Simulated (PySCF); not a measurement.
# One shape, several levels: triplet OF2

Wanted: a comparison of 6 runs (UHF/STO-3G, UB3LYP/6-31G*, U-wB97M-V/cc-pVTZ, U-wB97X/cc-pVTZ, UCAM-B3LYP/cc-pVTZ, UM06-2X/cc-pVTZ) of triplet OF2. Input form: a Python script.

The calculation is run with PySCF 2.14.0.

1 further run of the same task is left out (set aside as unsound or not needed).

### 1 The molecule

OF2 has 3 atoms, charge 0, and is taken as a triplet. As SMILES of the parent species, `FOF`. Geometry: relaxed at PBE0-D4/def2-TZVP. That shape belongs to the parent species and isn't relaxed for this state.

Bond lengths: F1–O2 1.381 Å, O2–F3 1.381 Å. Angles: F1–O2–F3 103.9°.

### 2 A single-point energy at UHF/STO-3G (run 1)

The input, run.py:

```python
from pyscf import gto, scf

mol = gto.Mole()
mol.atom = [
    ('F', (0.953290, -0.339960, 0.488270)),
    ('O', (0.000520, 0.563910, 0.062040)),
    ('F', (-0.953810, -0.223960, -0.550310)),
]
mol.charge = 0
mol.verbose = 4
mol.spin = 2
mol.max_memory = 1860
mol.basis = 'sto-3g'
mol.build()

mf = scf.UHF(mol)
mf.conv_tol = 1e-10
mf.kernel()
if not mf.converged:
    mf = mf.newton().run(mf.mo_coeff, mf.mo_occ)

e_tot = mf.e_tot
print(f'total energy: {e_tot:.8f} hartree')
```

Started as:

```
$ OMP_NUM_THREADS=1 python run.py
```

Log:

```text
PySCF version 2.14.0

[INPUT] num. atoms = 3
[INPUT] num. electrons = 26
[INPUT] charge = 0
[INPUT] spin (= nelec alpha-beta = 2S) = 2
[INPUT] symmetry False subgroup None
[INPUT] Mole.unit = angstrom
[INPUT] Symbol           X                Y                Z      unit          X                Y                Z       unit  Magmom
[INPUT]  1 F      0.953290000000  -0.339960000000   0.488270000000 AA    1.801457017287  -0.642431293307   0.922696574841 Bohr   0.0
[INPUT]  2 O      0.000520000000   0.563910000000   0.062040000000 AA    0.000982657585   1.065635458903   0.117238608768 Bohr   0.0
[INPUT]  3 F     -0.953810000000  -0.223960000000  -0.550310000000 AA   -1.802439674871  -0.423223062858  -1.039935183609 Bohr   0.0

[... 27 lines left out ...]
WARN: HOMO 0.0418432924842 >= LUMO -0.286257024221164
[... 70 lines left out ...]
converged SCF energy = -269.604983461172  <S^2> = 2.1187065  2S+1 = 3.0781205
total energy: -269.60498346 hartree
```

Wall time 0.52 s (1 thread of Arm Neoverse V2, shared host); peak memory 0.099 GiB.

### 3 The energy at UB3LYP/6-31G(d) (spherical functions) (run 2)

The input, calc.py:

```python
from pyscf import gto, dft

mol = gto.M(
    atom=[
    ('F', (0.953290, -0.339960, 0.488270)),
    ('O', (0.000520, 0.563910, 0.062040)),
    ('F', (-0.953810, -0.223960, -0.550310)),
],
    verbose=4,
    max_memory=1860,
    charge=0,
    spin=2,
    basis='6-31g*',
)

myscf = dft.UKS(mol)
myscf.xc = 'b3lyp'
myscf.grids.level = 5
myscf.conv_tol = 1e-10
myscf.kernel()
if not myscf.converged:
    myscf = myscf.newton().run(myscf.mo_coeff, myscf.mo_occ)

etot = myscf.e_tot
print('E(%s) = %.9f' % ('B3LYP', etot))
```

Started as:

```
$ OMP_NUM_THREADS=1 python calc.py
```

Log:

```text
PySCF version 2.14.0

[INPUT] num. atoms = 3
[INPUT] num. electrons = 26
[INPUT] charge = 0
[INPUT] spin (= nelec alpha-beta = 2S) = 2
[INPUT] symmetry False subgroup None
[INPUT] Mole.unit = angstrom
[INPUT] Symbol           X                Y                Z      unit          X                Y                Z       unit  Magmom
[INPUT]  1 F      0.953290000000  -0.339960000000   0.488270000000 AA    1.801457017287  -0.642431293307   0.922696574841 Bohr   0.0
[INPUT]  2 O      0.000520000000   0.563910000000   0.062040000000 AA    0.000982657585   1.065635458903   0.117238608768 Bohr   0.0
[INPUT]  3 F     -0.953810000000  -0.223960000000  -0.550310000000 AA   -1.802439674871  -0.423223062858  -1.039935183609 Bohr   0.0

[... 47 lines left out ...]
[... the frontier-level lines of each cycle are left out ...]
[... 11 lines left out ...]
[... 11 lines left out ...]
[... 11 lines left out ...]
[... 11 lines left out ...]
[... 1 line left out ...]
cycle= 10 E= -274.514118157859  delta_E= -7.32e-10  |g|= 1.08e-05  |ddm|= 4.35e-05


cycle= 11 E= -274.51411815796  delta_E= -1.01e-10  |g|= 3.29e-06  |ddm|= 1.65e-05


cycle= 12 E= -274.514118157964  delta_E= -4.49e-12  |g|= 2.77e-06  |ddm|= 4.42e-06


Extra cycle  E= -274.514118157955  delta_E= 9.21e-12  |g|= 6.08e-06  |ddm|= 4.63e-06
converged SCF energy = -274.514118157955  <S^2> = 2.0082633  2S+1 = 3.0055038
E(B3LYP) = -274.514118158
```

Run time: 6.3 s. Hardware: 1 thread of Arm Neoverse V2, shared host; peak memory 0.26 GiB.

Runs 3 to 4 aren't shown in full; the table further down has their settings and results.

### 4 The energy at UCAM-B3LYP/cc-pVTZ (run 5)

The input, calc.py:

```python
from pyscf import gto, dft

molecule = gto.M(
    atom=[
    ('F', (0.953290, -0.339960, 0.488270)),
    ('O', (0.000520, 0.563910, 0.062040)),
    ('F', (-0.953810, -0.223960, -0.550310)),
],
    max_memory=1860,
    verbose=3,
    spin=2,
    basis='cc-pvtz',
)

ks = dft.UKS(molecule, xc='cam-b3lyp')
ks.conv_tol = 1e-10
ks.grids.level = 5
ks.kernel()
if not ks.converged:
    ks = ks.newton().run(ks.mo_coeff, ks.mo_occ)

e_tot = ks.e_tot
print('E(%s) = %.9f' % ('CAM-B3LYP', e_tot))
```

Started as:

```
$ OMP_NUM_THREADS=1 python calc.py
```

Log:

```text
WARN: HOMO -0.0979846893852834 >= LUMO -0.3157542093813

converged SCF energy = -274.569135197525  <S^2> = 2.010841  2S+1 = 3.0072187
E(CAM-B3LYP) = -274.569135198
```

Run time: 21 s. Hardware: 1 thread of Arm Neoverse V2, shared host; peak memory 0.44 GiB.

### 5 A single-point energy at UM06-2X/cc-pVTZ (run 6)

The input, calc.py:

```python
from pyscf import gto, dft

mol = gto.M(
    atom='''
F    0.953290  -0.339960   0.488270
O    0.000520   0.563910   0.062040
F   -0.953810  -0.223960  -0.550310
''',
    spin=2,
    charge=0,
    verbose=4,
    max_memory=1860,
    basis='cc-pvtz',
)

mf = dft.UKS(mol)
mf.xc = 'm06-2x'
mf.conv_tol = 1e-10
mf.grids.level = 5
mf.kernel()
if not mf.converged:
    mf = mf.newton().run(mf.mo_coeff, mf.mo_occ)

energy = mf.e_tot
print('E(%s) = %.9f' % ('M06-2X', energy))
```

Started as:

```
$ OMP_NUM_THREADS=1 python calc.py
```

Log:

```text
PySCF version 2.14.0

[INPUT] num. atoms = 3
[INPUT] num. electrons = 26
[INPUT] charge = 0
[INPUT] spin (= nelec alpha-beta = 2S) = 2
[INPUT] symmetry False subgroup None
[INPUT] Mole.unit = angstrom
[INPUT] Symbol           X                Y                Z      unit          X                Y                Z       unit  Magmom
[INPUT]  1 F      0.953290000000  -0.339960000000   0.488270000000 AA    1.801457017287  -0.642431293307   0.922696574841 Bohr   0.0
[INPUT]  2 O      0.000520000000   0.563910000000   0.062040000000 AA    0.000982657585   1.065635458903   0.117238608768 Bohr   0.0
[INPUT]  3 F     -0.953810000000  -0.223960000000  -0.550310000000 AA   -1.802439674871  -0.423223062858  -1.039935183609 Bohr   0.0

[... 42 lines left out ...]
WARN: HOMO -0.0885733749535991 >= LUMO -0.313515463687601
[... 74 lines left out ...]
converged SCF energy = -274.519549328571  <S^2> = 2.0129261  2S+1 = 3.0086051
E(M06-2X) = -274.519549329
```

Wall time 49 s (1 thread of Arm Neoverse V2, shared host); peak memory 0.49 GiB.

### 6 Overview of the runs

| run | level | integration grid | nlc grid | energy (Eh) | dipole moment (D) | HOMO energy (eV) | LUMO energy (eV) | wall time |
| --- | --- | --- | --- | --- | --- | --- | --- | --- |
| 1 | UHF/STO-3G | – | – | -269.604983 | 0.79 | -5.29 | 6.18 | 0.52 s |
| 2 | UB3LYP/6-31G* (spherical functions) | 5 | – | -274.514118 | 0.64 | -5.05 | – | 6.3 s |
| 3 | U-wB97M-V/cc-pVTZ | 5 | 1 | -274.561176 | 0.81 | -8.20 | -2.84 | 55 s |
| 4 | U-wB97X/cc-pVTZ | 5 | – | -274.567519 | 0.83 | -8.39 | -2.83 | 20 s |
| 5 | UCAM-B3LYP/cc-pVTZ | 5 | – | -274.569135 | 0.82 | -7.51 | -4.06 | 21 s |
| 6 | UM06-2X/cc-pVTZ | 5 | – | -274.519549 | 0.95 | -7.82 | -4.29 | 49 s |

### 7 Results

| quantity | value |
| --- | --- |
| run 6: total energy | -274.51955 Eh |
| run 6: dipole moment | 0.95 D |
| run 6: HOMO energy (highest over α and β) | -7.82 eV |
| run 6: LUMO energy (lowest over α and β) | -4.29 eV |
| run 6: ⟨S²⟩ | 2.013 |

**Reading.** The dipole moment (its size) runs from 0.64 D (UB3LYP/6-31G*) to 0.95 D (UM06-2X/cc-pVTZ). The two ends differ in method and basis. Totals of different functionals can't be ranked against each other. In run 1 the basis is minimal, so the values are rough. Spin contamination of the reference: run 1 ⟨S²⟩ = 2.12. All runs together took 2.5 min, the longest 55 s.
